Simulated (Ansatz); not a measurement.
**Which isomer of C4H2 gives these data?**

These gas-phase data were calculated for one isomer of C4H2 at r2SCAN-D4/def2-TZVP (harmonic, unscaled wavenumbers; equilibrium rotational constants with average atomic masses):

```
rotational constants            : 288.3, 4.516, 4.446 GHz
all wavenumbers above 1500 cm⁻¹ : 3217, 3136, 2154, 1743
dipole moment                   : 4.62 D (PBE0/def2-TZVPD)
```

Candidates:

(1) `[C]=C=C=C`, a singlet
(2) `C#CC#C`, a singlet

Task: Which structure fits?

Result: Candidate (1). No mode falls between 3300 and 3560 cm⁻¹, where the ≡C–H stretch of (2) would stand.

The same quantities for all candidates:

```
     rotational constants (GHz)  wavenumbers above 1500 cm⁻¹  dipole (D)  E above the lowest, r2SCAN-D4/def2-TZVP (kcal/mol)
(1)         288.3, 4.516, 4.446       3217, 3136, 2154, 1743        4.62                                                41.1
(2)                       4.427       3478, 3475, 2268, 2097        0.00                                                 0.0
```

Harmonic stretches to hydrogen usually lie a few per cent above observed fundamentals. Programs: Ansatz 0.2.0.
